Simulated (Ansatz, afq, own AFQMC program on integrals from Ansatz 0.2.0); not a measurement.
AFQMC on a folder of integrals that Ansatz 0.2.0 wrote.

```yaml
crystal:
  periodic: [false, false, false]
  atoms:
    - {symbol: B, position_ang: [0.000000, 0.000000, 0.265288]}
    - {symbol: C, position_ang: [0.000000, 0.000000, -1.707712]}
    - {symbol: H, position_ang: [0.000000, 0.000000, 1.442424]}
basis:
  gaussian: {orbitals: 6-31G}
magnetization: {spin_polarized: false}
correlation: {method: ccsd_t, electrons: outside_noble_gas, hamiltonian_folder: ham}
```

```sh
$ ansatz run in.yaml --threads 1 --pin off --events-out ev --progress --plain --max-ram 1382MiB
```

Options of the walk:

```
--method phaseless --trial cisd --walkers 160 --populations 1 --least-time 40 --time-step 0.005 --steps-per-block 50 --equilibration-blocks 40 --max-blocks 300 --target-error 0.00068 --factor-cut 1e-05 --seed 3333 --release-times 0.24,0.51,0.99,1.62,2.4 --release-step 0.03 --release-every 4 --taylor-order 6
```

Times are imaginary, in 1/Eh. The walk had a cap of 513 s.

Output of the walk:

```
orbitals 18  electrons 4 4  factors 104 of 285
reference energy -62.77494477 Eh
CCSD correlation -0.17001389 Eh in 15 cycles, weight of the determinant in the CISD state 0.7822
energy of the start -62.944959 Eh
 block  time / (1/Eh)  mean weight  energy / Eh
     1     0.250  1.0005  -62.943137
     2     0.500  1.0000  -62.944404
     3     0.750  1.0005  -62.946511
     4     1.000  1.0001  -62.946573
     5     1.250  0.9998  -62.947540
     8     2.000  0.9999  -62.951126
    13     3.250  1.0006  -62.954540
    31     7.750  1.0006  -62.951311
    49    12.250  1.0003  -62.947051
    67    16.750  1.0002  -62.946599
    85    21.250  0.9991  -62.954702
   103    25.750  0.9996  -62.957220
   121    30.250  1.0004  -62.949649
   139    34.750  0.9998  -62.944231
   157    39.250  1.0000  -62.945548
   175    43.750  0.9992  -62.948884
   193    48.250  0.9990  -62.970204
   211    52.750  0.9997  -62.944180
   229    57.250  0.9997  -62.958901
   247    61.750  0.9996  -62.965732
   265    66.250  0.9990  -62.956611
blocks merged  error / Eh  count
     1  0.000367  230
     2  0.000467  115
     4  0.000584  57
     8  0.000678  28
    16  0.000590  14
released: time / (1/Eh)  energy / Eh  error  mean overlap
  0.24  -62.954417  0.000826  1.0008
  0.51  -62.955558  0.000684  0.9922
  0.99  -62.956623  0.000657  0.9976
  1.62  -62.956673  0.000654  0.9953
  2.40  -62.958099  0.000977  0.9675
energy -62.953948 +/- 0.000678 Eh
(rows thinned)
```

The run passed its tests (sampling time, drift between the halves within three errors, error under three times the target), which doesn't prove that it has relaxed.

Against this walk (error 18.4 meV) on the same determinant: CCSD(T) 31.3 meV lower (within the noise), CCSDT(Q) 95.2 meV lower, CCSDTQ 129.0 meV lower, full CI 139.7 meV lower. The error is statistical and leaves out the bias of the constraint. The released energies are still falling (meV from the phaseless value at times in 1/Eh: -13 ± 22 at 0.24, -44 ± 19 at 0.51, -73 ± 18 at 0.99, -74 ± 18 at 1.62, -113 ± 27 at 2.40), so they give no level; they do show a bias of the constraint, and the last of them that isn't too noisy lies 27 meV above full CI. Full CI is exact here, so the walk's 140 meV above it is the walk's own error: the bias of the constraint with this trial. The determinant is a poor start (see the cautions), so the low cluster orders aren't to be relied on, and full CI is the sure value.

Cautions: constraint bias not in the error; higher spins were not checked; restricted determinant unstable towards unrestricted (UHF 1.39 eV lower, ⟨S²⟩ 1.13); strong correlation (T1 0.071, weight of the determinant 0.78, largest double 0.28); in a space of 8 electrons in 8 natural orbitals full CI finds another state of this spin 6 meV below the state of CCSDT(Q); the CCSDTQ amplitudes may be one of several solutions (largest double 0.81); the determinant fills πx and πy unequally, so it mixes two states of the linear molecule, and each level undoes that mixture to a different degree, while full CI gives the lower state, and by Hund's rule a triplet of that filling probably lies lower still; CCSDTQ on the UHF determinant differs (565 meV lower), perhaps since the unrestricted series falls towards higher spin.

The walk took 3.7 min on 1 thread of Intel(R) Xeon(R) Processor @ 2.50GHz (Skylake/Cascade Lake) (shared host). The log's last line is the phaseless energy.

CCSDT and higher add their correlation energy to the determinant of the CCSD(T) run, since their own runs factorise the integrals more tightly (a shift of under 2 meV).
